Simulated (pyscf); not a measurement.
PySCF, gas phase, ωB97X-D3(BJ)/def2-SVP geometries.

For the elementary gas-phase step F–SiH₂–F + hydrogen fluoride (HF) → F–SiH(F)–F + hydrogen (H₂) (singlet surface; H–Si, F–H broken, F–Si, H–H formed), what barrier and reaction energy does ωB97M-D3(BJ)/def2-TZVP give, measured from the separated reactants?

ΔE‡ = 120.2 kJ/mol, ΔE = -141.9 kJ/mol. Zero-point energy shifts the barrier by -0.9 kJ/mol. It is a four-centre exchange, with an imaginary mode of 1186i cm⁻¹. This is the saddle that the search found; another between the same sides may lie lower.
